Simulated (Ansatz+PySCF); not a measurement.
The numbers below are computed, except where a source is named.
## Ansatz (development build ahead of 0.2.0) run

```yaml
crystal:
  periodic: [false, false, false]
  atoms:
    - { symbol: C, position_ang: [0.0, 0.0, -0.22605] }
    - { symbol: H, position_ang: [0.0, 0.0, 1.3563] }
basis:
  gaussian: { orbitals: "6-31G" }
magnetization:
  spin_polarized: true
  initial_magnetization: 1
hamiltonian:
  xc: hf
correlation:
  method: mp2
  frozen_orbitals: { C: 1, H: 0 }
scf:
  omitted_lower_state_checks: [stability, starts, atomic_configurations, cluster_reference, orbital_swaps, given_window_search, neighbouring_geometries, increment]
```

The input is written out in the form of the current development build from the run's settings.

Output:

```yaml
Converged: yes
Reference_energy: -38.20270 hartree
Correlation_energy: -0.04331 hartree
Total_energy: -38.24601 hartree
Spin_squared_of_the_determinant: 0.981
Occupied_orbitals_by_symmetry_in_an_Abelian_subgroup_alpha;_beta: 3 A1 1 B1; 3 A1
```

Caution: bonds are stretched, where a single reference can fail; the unrestricted determinant is spin contaminated.
